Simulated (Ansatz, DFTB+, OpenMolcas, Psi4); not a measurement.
## A ladder of methods for C2H2O2 (glyoxal)

C2H2O2: 6 atoms, total charge 0, spin state singlet. As SMILES, `O=CC=O`. Geometry: relaxed at PBE0-D4/def2-TZVP. This is one conformer, not always the lowest.

Quantity: the atomisation enthalpy at 298 K, in kJ/mol. The values are calculated. The thermal term (zero-point and 298 K enthalpy, harmonic and unscaled) is that of PBE0-D4/def2-TZVP; the spin-orbit lowering of the free atoms at 298 K, 0.8 kJ/mol by their spectra, is taken off.

**What was measured.** Active Thermochemical Tables gives the atomisation enthalpy at 298 K of the gas as 2581 kJ/mol.

```
              level                    kind     program  value (kJ/mol)  computed − measured  CPU time (all runs)
       DFTB3-D3(BJ)          semi-empirical       DFTB+            2703                 +122            under 2 s
  SVWN5/aug-cc-pVDZ                     LDA      Ansatz            3035                 +454                5.9 s
   BLYP/aug-cc-pVDZ                     GGA      Ansatz            2564                  -17                 10 s
   TPSS/aug-cc-pVDZ                meta-GGA  OpenMolcas            2542                  -39                 71 s
r2SCAN0/aug-cc-pVDZ         hybrid meta-GGA      Ansatz            2461                 -120                 14 s
  HSE06/aug-cc-pVDZ  range-separated hybrid        Psi4            2540                  -41              2.6 min
 B2PLYP/aug-cc-pVDZ           double hybrid      Ansatz            2498                  -83                 13 s
RPA@PBE/aug-cc-pVDZ                     RPA      Ansatz            2253                 -328                 16 s
    MP2/aug-cc-pVDZ     perturbation theory        Psi4            2487                  -94                 21 s
   CCSD/aug-cc-pVDZ   coupled cluster or CI        Psi4            2328                 -253                 87 s
```

Nearest: BLYP/aug-cc-pVDZ (-17 kJ/mol); farthest: SVWN5/aug-cc-pVDZ (+454 kJ/mol). Computed less measured by kind, in kJ/mol (aug-cc-pVDZ rows): semi-empirical +122; LDA +454; GGA -17; meta-GGA -39; global hybrid -120; range-separated hybrid -41; double hybrid -83; RPA -328; perturbation theory -94; coupled cluster or CI -253. Wave-function methods converge slowly with the basis and bind too weakly in sets of this size; that is part of their error here. CPU times are rough (shared hosts, several kinds of processor): they show what a rung costs within a factor of a few.
